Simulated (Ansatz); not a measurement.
Consider the atomization: `N[Si]O` → 3 H• + N• + O• + Si•.

Gas-phase electronic energies from Ansatz, PBE0-D4/def2-TZVP geometries. CCSD(T)/CBS is extrapolated from def2-TZVPP and def2-QZVPP, frozen cores. DFT in def2-TZVPP. Open shells (•) are unrestricted, without spin–orbit coupling. Spin–orbit coupling would lower the free atoms: a little for O, Si. Each species was taken in one conformer, which may not be the lowest.

```csv
level,ΔE (kJ/mol)
revPBE-D4,2138.2
r2SCAN-D4,2143.5
BHLYP,2060.3
HF/def2-TZVPP,1432.9
SCS-MP2/def2-TZVPP,2131.5
CCSD/def2-QZVPP,2094.1
HF/cc-pV(Q+d)Z,1439.7
MP2/cc-pV(Q+d)Z,2179.7
```

Task: What does CCSD(T)/CBS give? (Best estimate.)

Result: The calculation gave: +2168.0 kJ/mol. The listed levels differ from it by -29.8, -24.5, -107.7, -735.1, -36.5, -73.9, -728.3, 11.7 kJ/mol.

Largest T1 diagnostic among the species: 0.014.

In def2-TZVPP, CCSD(T) changes the Hartree–Fock value by +655.3 kJ/mol (the triples alone add +38.5 kJ/mol) and MP2 by +699.0 kJ/mol; breaking electron pairs costs correlation energy, which Hartree–Fock lacks. Leaving LDA and LC-ωPBE aside and taking each functional with its dispersion term where it has one, the values, not all of them listed here, spread over 131.2 kJ/mol, from BHLYP-D4 to PBE-D4. LDA lies +306.0 kJ/mol from PBE without D4, its usual overbinding. At CCSD(T), def2-SVP lies −215.3 kJ/mol from the extrapolated value and def2-TZVPP −79.8 kJ/mol: correlation converges slowly with the basis, and small sets miss more of it in the bonded molecule than in its fragments.

CCSD(T)/CBS has its own doubt, a few kJ/mol and more with outer-core shells, so smaller differences from it don't rank the levels.
